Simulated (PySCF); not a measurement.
HN, SMILES [NH], multiplicity 3. The structure is a stationary point at PBE0-D3(BJ)/def2-TZVPD.

Level of theory: PySCF 2.14.0 with PBE0-D3(BJ)/def2-TZVPD.

Harmonic wavenumbers (cm⁻¹): 3305. Rotational constants (GHz): 497.7 (linear); symmetry number 1.

**Question.** Work out the zero-point energy and the ideal-gas rigid-rotor harmonic-oscillator thermochemistry at 298.15 K and 1 atm.

**Answer.** ZPE = ½ Σ hcν = ½ × 3305 cm⁻¹ = 4.73 kcal/mol. H − E(el) = 6.80 kcal/mol. Entropy in cal/(mol K): translation 34.07, rotation 7.00, vibration 0.00, spin 2.18, total 43.25. G − E(el) = -6.10 kcal/mol. Cp = 6.96 cal/(mol K).
